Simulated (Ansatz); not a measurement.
**PF3 (SMILES FP(F)F) at 6 levels**

We compute a comparison of 6 runs (B2PLYP/STO-3G, PBE/STO-3G, PBE0/STO-3G, UPBE/STO-3G, MP2/STO-3G, CCSD(T)/STO-3G) of PF3. 

The calculation is run with Ansatz 0.2.0.

42 further runs of the same task are left out: 7 that didn't finish, 35 set aside as unsound or not needed.

## (1) The molecule

PF3 has 4 atoms, charge 0, and is taken as a singlet. As SMILES, `FP(F)F`. The F2–P1 distance was set to 3.992 Å, away from the relaxed value. At this shape a bond of the SMILES string is far longer than usual.

Bond lengths: P1–F3 1.598 Å, P1–F4 1.598 Å. Angles: F3–P1–F4 94.0°.

## (2) The energy at B2PLYP/STO-3G (run 1)

job.yaml reads:

```yaml
crystal:
  periodic: [false, false, false]
  atoms:
    - {symbol: P, position_ang: [-2.035965, 0.057064, 1.910434]}
    - {symbol: F, position_ang: [1.349610, -0.029560, -0.203150]}
    - {symbol: F, position_ang: [-2.679825, 1.232224, 1.039954]}
    - {symbol: F, position_ang: [-2.727835, -1.103806, 1.057194]}
basis:
  gaussian:
    orbitals: STO-3G
hamiltonian:
  xc: {name: B2PLYP}
correlation:
  frozen_orbitals: {F: 1, P: 5}
accuracy: high
```

On the command line:

```bash
$ ansatz run job.yaml --threads 1 --pin off --max-ram 2610MiB --events-out events.jsonl --progress --plain --runs-dir runs
```

Log:

```text
Warning: RAYON_NUM_THREADS=1 ignored (pool sized by the plan → 1); use --threads N
Functional definition: B2PLYP
  name "B2PLYP"
  parameter a = 0.53
  parameter c = 0.27
  exchange = (1 - a)*b88_x + a*exact_x
  correlation = (1 - c)*lyp_c + c*(mp2_os + mp2_ss)
409 factors; integrals over basis functions are off by at most 3.4e-8 eV
mean field evaluation 1: about -17183.6646 eV, gradient 2.7e1 eV
mean field evaluation 2: about -17183.6884 eV, gradient 2.7e1 eV
mean field evaluation 4: about -17184.4723 eV, gradient 2.6e1 eV
mean field evaluation 8: about -17046.2191 eV, gradient 1.5e1 eV
mean field evaluation 16: about -17194.0140 eV, gradient 2.4e-1 eV
mean field evaluation 32: about -17193.5637 eV, gradient 8.1e0 eV
mean field evaluation 64: about -17177.6132 eV, gradient 1.2e1 eV
mean field -17194.01439290 eV, -631.8683744174 hartree, gradient 5.8e-8 eV, S^2 0.000000; 4 other end points of the search recorded, 0 dependent functions left out; unrestricted orbitals would lower it
8 core orbitals not correlated: weight in the atoms' cores, before any rotation towards them, 1.000 or more for the frozen orbitals, at most 0.000 for the correlated occupied ones
reference -17194.01440632 eV, -631.8683749106 hartree; 13, 13 occupied and 3, 3 virtual orbitals, 409 factors
second order -18.29890613 eV of doubles, -0.00000000 eV of singles
Total energy: -17198.95511097 eV, -632.0499424578 hartree
```

It took 1.1 s on 1 thread of AMD EPYC 9R45 (Zen 5), shared host.

## (3) The energy at PBE/STO-3G (run 2)

input.yaml reads:

```yaml
crystal:
  periodic: [false, false, false]
  atoms:
    - symbol: P
      position_ang: [-2.035965, 0.057064, 1.910434]
    - symbol: F
      position_ang: [1.349610, -0.029560, -0.203150]
    - symbol: F
      position_ang: [-2.679825, 1.232224, 1.039954]
    - symbol: F
      position_ang: [-2.727835, -1.103806, 1.057194]
basis:
  gaussian:
    orbitals: STO-3G
hamiltonian:
  xc: {name: PBE}
accuracy: high
```

On the command line:

```bash
$ ansatz run input.yaml --threads 1 --pin off --max-ram 2610MiB --events-out events.jsonl --progress --plain --runs-dir runs
```

Log:

```text
Warning: RAYON_NUM_THREADS=1 ignored (pool sized by the plan → 1); use --threads N
Functional definition: PBE
  name "PBE"
  parameter kappa = 0.804
  parameter beta = 0.06672455060314922
  exchange = pbe_x(kappa = kappa, mu = beta*pi^2/3)
  correlation = pbe_c(beta = beta)
409 factors; integrals over basis functions are off by at most 3.4e-8 eV
mean field evaluation 1: about -17186.4602 eV, gradient 2.1e1 eV
mean field evaluation 2: about -16794.9950 eV, gradient 6.9e0 eV
mean field evaluation 4: about -17184.7134 eV, gradient 3.1e1 eV
mean field evaluation 8: about -17197.8537 eV, gradient 2.0e-2 eV
mean field evaluation 16: about -17177.6445 eV, gradient 4.5e0 eV
mean field evaluation 32: about -17192.7422 eV, gradient 3.1e1 eV
mean field -17197.83839280 eV, -632.0089038220 hartree, gradient 2.0e-8 eV, S^2 0.000000; 4 other end points of the search recorded, 0 dependent functions left out
reference -17197.83839392 eV, -632.0089038631 hartree; 21, 21 occupied and 3, 3 virtual orbitals, 409 factors
Total energy: -17197.83839392 eV, -632.0089038631 hartree
```

It took 0.66 s on 1 thread of AMD EPYC 9R45 (Zen 5), shared host.

## (4) The energy at PBE0/STO-3G (run 3)

in.yaml reads:

```yaml
crystal:
  periodic: [false, false, false]
  atoms:
    - symbol: P
      position_ang: [-2.035965, 0.057064, 1.910434]
    - symbol: F
      position_ang: [1.349610, -0.029560, -0.203150]
    - symbol: F
      position_ang: [-2.679825, 1.232224, 1.039954]
    - symbol: F
      position_ang: [-2.727835, -1.103806, 1.057194]
basis:
  gaussian:
    orbitals: STO-3G
hamiltonian:
  xc: {name: PBE0}
accuracy: high
```

On the command line:

```bash
$ ansatz run in.yaml --threads 1 --pin off --max-ram 2610MiB --events-out events.jsonl --progress --plain --runs-dir runs
```

Log:

```text
Warning: RAYON_NUM_THREADS=1 ignored (pool sized by the plan → 1); use --threads N
Functional definition: PBE0
  name "PBE0"
  parameter a = 0.25
[... 2 set-up lines as earlier in the session ...]
  exchange = (1 - a)*pbe_x(kappa = kappa, mu = beta*pi^2/3) + a*exact_x
[... 1 set-up line as earlier in the session ...]
409 factors; integrals over basis functions are off by at most 3.4e-8 eV
mean field evaluation 1: about -17188.2598 eV, gradient 2.5e1 eV
mean field evaluation 2: about -16799.3842 eV, gradient 6.9e0 eV
mean field evaluation 4: about -17188.2302 eV, gradient 2.7e1 eV
mean field evaluation 8: about -17198.8328 eV, gradient 9.4e0 eV
mean field evaluation 16: about -17199.2812 eV, gradient 4.2e-6 eV
mean field evaluation 32: about -17198.7528 eV, gradient 9.5e0 eV
mean field -17199.28122438 eV, -632.0619269044 hartree, gradient 2.7e-8 eV, S^2 0.000000; 4 other end points of the search recorded, 0 dependent functions left out
reference -17199.28122522 eV, -632.0619269353 hartree; 21, 21 occupied and 3, 3 virtual orbitals, 409 factors
Total energy: -17199.28122522 eV, -632.0619269353 hartree
```

It took 0.78 s on 1 thread of AMD EPYC 9R45 (Zen 5), shared host.

Runs 4 to 5 aren't shown in full; the table further down has their settings and results.

## (5) A single-point energy at CCSD(T)/STO-3G (run 6)

input.yaml reads:

```yaml
crystal:
  periodic: [false, false, false]
  atoms:
    - {symbol: P, position_ang: [-2.035965, 0.057064, 1.910434]}
    - {symbol: F, position_ang: [1.349610, -0.029560, -0.203150]}
    - {symbol: F, position_ang: [-2.679825, 1.232224, 1.039954]}
    - {symbol: F, position_ang: [-2.727835, -1.103806, 1.057194]}
basis:
  gaussian:
    orbitals: STO-3G
correlation:
  method: ccsd_t
  frozen_orbitals: {F: 1, P: 5}
accuracy: high
scf:
  omitted_lower_state_checks: [cluster_reference, increment]
```

On the command line:

```bash
$ ansatz run input.yaml --threads 1 --pin off --max-ram 2610MiB --events-out events.jsonl --progress --plain --runs-dir runs
```

Log:

```text
Warning: RAYON_NUM_THREADS=1 ignored (pool sized by the plan → 1); use --threads N
[... 14 lines left out ...]
8 core orbitals not correlated: weight in the atoms' cores, before any rotation towards them, 1.000 or more for the frozen orbitals, at most 0.000 for the correlated occupied ones
[... 84 lines left out ...]
WARN: these amplitudes may be one of several solutions (largest doubles amplitude 1.00, level shift 19.32 eV)
Total energy: -17171.38789330 eV, -631.0368658939 hartree
Checks for a lower state left out: cluster_reference, increment
```

It took 0.28 s on 1 thread of AMD EPYC 9R45 (Zen 5), shared host.

## (6) All runs side by side

| run | level | frozen core orbitals | energy (Eh) | wall time |
| --- | --- | --- | --- | --- |
| 1 | B2PLYP/STO-3G | 8 | -632.049942 | 1.1 s |
| 2 | PBE/STO-3G | – | -632.008904 | 0.66 s |
| 3 | PBE0/STO-3G | – | -632.061927 | 0.78 s |
| 4 | UPBE/STO-3G | – | -632.044260 | 6.3 s |
| 5 | MP2/STO-3G | 8 | -631.035905 | 0.2 s |
| 6 | CCSD(T)/STO-3G | 8 | -631.036866 | 0.28 s |

## (7) Outcome

| quantity | value |
| --- | --- |
| run 6: total energy | -631.03687 Eh |
| run 6: correlation energy (8 core orbitals frozen) | -370.2 mEh |
| run 6: (T) correction | -24.22 mEh |
| run 6: T1 diagnostic | 0.043 |

What this shows: Totals of different functionals can't be ranked against each other. In run 6 the T1 diagnostic is large, so a single reference may not serve. In runs 1, 5, 6 the log says that unrestricted orbitals would lower the reference, so the values rest on an unstable closed-shell determinant (other closed-shell runs at this shape may share the fault). In runs 1, 2, 3, 4, 5, 6 the basis is minimal, so the values are rough. In runs 1, 2, 3, 5, 6 a closed-shell determinant meets a far-stretched bond, which it describes badly. Spin contamination of the reference: run 4 ⟨S²⟩ = 0.91. Where it is this large, the reference is a mixture of spin states, and values that rest on it are in doubt. All runs together took 9.3 s, the longest 6.3 s.
